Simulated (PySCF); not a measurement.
A made-up structure of CH3BSi, closed shell:

```
6
angstrom
B -0.2280 -0.1861 -0.5689
C -0.0202 -0.2041 0.8643
Si 0.9867 1.1851 0.4977
H 2.0456 2.1304 0.5366
H 0.4359 0.7893 -1.1062
H -0.3592 -0.8124 1.6852
```

It is relaxed with PBE-D4/def2-SVP and then PBE0-D4/def2-TZVP (PySCF 2.14 with density fitting (its default auxiliary sets; JK sets also for MP2 and CCSD(T))). Atoms count as bonded within 1.22 times the sum of their covalent radii (H–H: 0.88 Å). The end point is not checked to be a true minimum.

(1) Does its bonding change? (A judgement: the text doesn't fix the answer.)

## Answers

(1) Computed: No: no bond forms or breaks.

Where it ends: The first stage lowers the energy by 2.56 eV in 22 steps. It ends as CH₃BSi ([BH]1[CH][SiH]1):
```
atom    x (Å)    y (Å)    z (Å)
  B1   0.1330   0.2397  -0.6321
  C2   0.1250  -0.0112   0.8277
 Si3   1.2277   1.2833   0.5023
  H4   2.0889   2.1032   1.4010
  H5  -0.2835  -0.0511  -1.7035
  H6  -0.3736  -0.6856   1.5122
```

Labels in which every atom is bracketed show which atoms are joined, not bond orders.

For scale, one of the runs: PBE0-D4/def2-TZVP relaxation, 117 basis functions, launched by `OMP_NUM_THREADS=2 python run.py`. The run took 28 s on 2 CPU threads of a Oxide Virtual Turin-like (shared host), with 1.1 GiB of host memory at its peak.
